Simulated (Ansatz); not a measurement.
One crystal and one scan (energy against volume) at two levels, r2SCAN (plane waves to 500 eV, PAW, scalar-relativistic; Ansatz, a first-principles code) and PBE (plane waves to 420 eV, PAW, scalar-relativistic; Ansatz), each from its own relaxed cell and on its own mesh. The cell shown is that of r2SCAN.

Nb (bcc, W type)

```yaml
crystal:
  lattice:
    - [-1.65147, 1.65147, 1.65147]
    - [1.65147, -1.65147, 1.65147]
    - [1.65147, 1.65147, -1.65147]
  atoms:
    - { symbol: Nb, position: [0.00000, 0.00000, 0.00000] }
```

The volume is varied about the relaxed value V₀ at fixed cell shape. Symmetry pins the atoms to their sites.

E stands for the smeared free energy. Nb is run without spin polarisation. Nb was relaxed with its symmetry unable to fall. The PAW data are Ansatz's earlier set. Percentages come from the unrounded values. Both scans cover V/V₀ from 0.900 to 1.100.

Results of r2SCAN:

| Property | Value |
|---|---|
| Lattice constant a (Å) | 3.303 |
| Pressure at the smallest volume (GPa) | 22.3 |
| Energy cost of the largest expansion (meV/atom) | 84 |
| Bulk modulus B₀ (third-order Birch-Murnaghan fit) (GPa) | 173.9 |
| Pressure for 5 % compression (fit) (GPa) | 9.8 |

### Question
Estimate the PBE values.

### Answer
| quantity | PBE | r2SCAN − PBE |
|---|---|---|
| Lattice constant a (Å) | 3.310 | -0.007 (-0.2 %) |
| Pressure at the smallest volume (GPa) | 21.9 | +0.4 (+2 %) |
| Energy cost of the largest expansion (meV/atom) | 82 | +2 (+2 %) |
| Bulk modulus B₀ (third-order Birch-Murnaghan fit) (GPa) | 169.8 | +4.1 (+2.4 %) |
| Pressure for 5 % compression (fit) (GPa) | 9.6 | +0.2 (+2 %) |

r2SCAN gives the higher value for: pressure at the smallest volume; bulk modulus B₀. r2SCAN gives the lower value for: lattice constant a. For the lattice constant a the reference is 3.294 Å (measured, corrected to the static lattice; as given in Daniel Mejia-Rodriguez, S. B. Trickey, Physical Review B (2018), arXiv:1807.09216): within its tolerance of 0.3 % it doesn't tell which level is nearer. For the bulk modulus B₀ the reference is 173.2 GPa (measured, corrected to the static lattice; as given in Daniel Mejia-Rodriguez, S. B. Trickey, Physical Review B (2018), arXiv:1807.09216): within its tolerance of 5 % it doesn't tell which level is nearer. 

(A scan under strain: stresses follow from slopes of the energy per volume, elastic moduli from its curvatures.)
